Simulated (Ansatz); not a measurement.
Dielectric constant ε0 (ions relaxed) of antiferromagnetic (type II) rock-salt NiO at several levels of theory

No measured value is used here.

**Question.** Put these levels in order of the dielectric constant ε0 (ions relaxed) that they give for antiferromagnetic (type II) rock-salt NiO, smallest first: LDA (Ansatz, a first-principles code), PBE (Ansatz), PBEsol (Ansatz).

**Answer.** PBE (27.7), PBEsol (31.9), LDA (47.4)

Unless a cell is named, each level is at its own relaxed cell (LDA 8.38, PBE 9.21, PBEsol 8.74 Å³/atom).

For crystals that are not cubic the mean over three axes is given. Spin-polarised runs: PBEsol (opposed moments), LDA (opposed moments), PBE (opposed moments). Each level is taken at its own relaxed cell. Ansatz's density-functional and Hartree–Fock values are scalar-relativistic unless marked +SOC, with PAW data made under PBE.
